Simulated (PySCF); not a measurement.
These are PySCF with M06-2X/def2-TZVP // B3LYP-D3(BJ)/def2-TZVP values and carry that method's errors. Isolated molecules, 0 K electronic values unless said otherwise. One relaxed conformer stands for a flexible species; it need not be the lowest. 

Reference species (SMILES): `O[CH2]` (neutral, multiplicity 2).

```json
{
  "highest_occupied_spin_orbital": "-6.44 eV"
}
```

Changed species: `[CH]=O` (radical fragment; the reference has radical fragment).

Problem. Predict the effect on the highest occupied spin orbital.

Solution. the highest occupied spin orbital falls by 1.21 eV, to -7.65 eV.
